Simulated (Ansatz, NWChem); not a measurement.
**C3H8O (methoxyethane): from total energies to a heat of formation**

C3H8O has 12 atoms, charge 0, and is taken as a singlet. As SMILES, `CCOC`. Geometry: relaxed at PBE0-D4/def2-TZVP. This is one conformer, not always the lowest.

```jsonl
{"atom": "C", "x (Å)": "-1.5524", "y (Å)": "0.5043", "z (Å)": "0.7338"}
{"atom": "C", "x (Å)": "-0.4242", "y (Å)": "-0.3079", "z (Å)": "0.1520"}
{"atom": "O", "x (Å)": "0.6264", "y (Å)": "0.5569", "z (Å)": "-0.1976"}
{"atom": "C", "x (Å)": "1.7173", "y (Å)": "-0.1240", "z (Å)": "-0.7473"}
{"atom": "H", "x (Å)": "-1.9138", "y (Å)": "1.2344", "z (Å)": "0.0071"}
{"atom": "H", "x (Å)": "-1.2185", "y (Å)": "1.0426", "z (Å)": "1.6230"}
{"atom": "H", "x (Å)": "-2.3839", "y (Å)": "-0.1458", "z (Å)": "1.0144"}
{"atom": "H", "x (Å)": "-0.7644", "y (Å)": "-0.8628", "z (Å)": "-0.7370"}
{"atom": "H", "x (Å)": "-0.0684", "y (Å)": "-1.0544", "z (Å)": "0.8801"}
{"atom": "H", "x (Å)": "2.4822", "y (Å)": "0.6145", "z (Å)": "-0.9889"}
{"atom": "H", "x (Å)": "2.1381", "y (Å)": "-0.8527", "z (Å)": "-0.0394"}
{"atom": "H", "x (Å)": "1.4386", "y (Å)": "-0.6601", "z (Å)": "-1.6661"}
```

Total energies at SVWN5/6-31G* (spherical functions) (NWChem 7.3.0); the atoms run unrestricted:

```
species    state  energy (Eh)
  C3H8O  singlet  -192.647324
      C  triplet   -37.450175
      O  triplet   -74.485708
      H  doublet    -0.476044
```

Harmonic wavenumbers at PBE0-D4/def2-TZVP, in cm⁻¹: 116, 211, 262, 288, 470, 820, 881, 1058, 1120, 1166, 1191, 1196, 1244, 1298, 1389, 1424, 1471, 1474, 1480, 1492, 1499, 1522, 2967, 2986, 2994, 3032, 3058, 3134, 3137, 3139.

Measured heats of formation of the gaseous atoms at 298.15 K, in kJ/mol: C 716.9, O 249.2, H 218.0. Spin-orbit lowering of the atoms at 298 K (mean of the ground term's levels less their thermal mean, from spectra), in kJ/mol: C 0.02, O 0.40. Take 1 Eh = 2625.50 kJ/mol, 1 cm⁻¹ = 0.0119627 kJ/mol, RT = 2.479 kJ/mol.

**Question.** Work out the heat of formation of the gas at 298 K.

**Answer.** 
1. Electronic atomisation energy: 3 × (-37.450175) + (-74.485708) + 8 × (-0.476044) − (-192.647324) = 2.002739 Eh = 5258.2 kJ/mol.
2. Zero-point energy: half the sum of the wavenumbers, 23759.5 cm⁻¹ = 284.2 kJ/mol.
3. Thermal vibrational enthalpy, Σ hcν̃/(exp(hcν̃/kT) − 1): 7.1 kJ/mol. Translation, rotation and pV of a non-linear molecule: 4 RT = 9.9 kJ/mol.
4. The 12 free atoms carry 5/2 RT each: 74.4 kJ/mol.
5. Spin-orbit coupling lowers the free atoms by 3 × 0.02 + 0.40 = 0.5 kJ/mol.
6. Atomisation enthalpy at 298 K: 5258.2 − 0.5 − 284.2 − 7.1 − 9.9 + 74.4 = 5030.9 kJ/mol.
7. Sum of the atoms' heats of formation: 4143.9 kJ/mol. Heat of formation: 4143.9 − 5030.9 = -887.0 kJ/mol.

The tabulated value is -216.4 kJ/mol (CRC Handbook of Chemistry and Physics), so this level is off by -670.6 kJ/mol, or 15.4 % of the atomisation enthalpy. The LDA overbinds, which puts heats of formation too low. Anharmonicity and any spin-orbit splitting of the molecule are left out.
